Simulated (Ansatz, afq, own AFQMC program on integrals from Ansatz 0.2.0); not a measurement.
Where AFQMC and coupled cluster stand for SbH⁺, quartet

```xyz
2

Sb    0.0000    0.0000    0.0000
H     0.0000    0.0000    5.1000
```

Basis def2-TZVP with its core potentials. Noble-gas cores (and the filled d shells of Ga–Kr and In–Xe) are frozen. Integrals, coupled cluster, full CI and functionals: Ansatz 0.2.0; the random walks run on the same integrals in our own AFQMC program. ph-AFQMC/CISD is guided by a CISD state made of CCSD amplitudes; releasing the constraint for a short imaginary time cuts its bias at the price of noise, slowly where states lie close. Uncertainties: one standard error, sampling alone. No spin–orbit coupling.

Determinant: UHF, the one that the program's search chose, which needn't be the lowest solution. The geometry is a point of a scan.

Full CI on the same integrals is exact in this basis and with this determinant's frozen core.

Cautions: no spin-orbit coupling; inner d shell frozen; lower spins were not checked.

- T1 diagnostic: 0.0066
- weight of the determinant in the CISD state: 0.953
- ⟨S²⟩ of the determinant: 3.760
- size of the correlated space: 5 electrons in 47 orbitals

Reference: full CI, correlation energy -1.649 eV. The released energy is read at 2.40 1/Eh (meV from the phaseless value at times in 1/Eh: -0.5 ± 0.8 at 0.24, -0.7 ± 0.6 at 0.51, -3.5 ± 2.4 at 0.99, -1.4 ± 0.3 at 1.62, -1.7 ± 0.4 at 2.40).

| level | E − E(reference) (mEh) | share of correlation (%) |
| --- | --- | --- |
| HF | 60.59 | 0.00 |
| MP2 | 15.01 | 75.22 |
| CCSD | 1.82 | 97.00 |
| CCSD(T) | 0.43 | 99.29 |
| CCSDT | 0.03 | 99.95 |
| CCSDT(Q) | 0.01 | 99.99 |
| ph-AFQMC/HF | 2.62 ± 0.30 | 95.68 |
| ph-AFQMC/CISD | 0.08 ± 0.02 | 99.86 |
| released AFQMC | 0.02 ± 0.02 | 99.96 |

CCSDT and higher add their correlation energy to the determinant of the CCSD(T) run, since their own runs factorise the integrals more tightly (a shift of under 2 meV). A walk keeps the symmetry of its determinant, which the program's search chose and which needn't be the lowest solution, so a lower state of the same spin and another symmetry isn't excluded. Released energies are given only where the last usable release times agree within the noise; a slower fall can still hide under it.
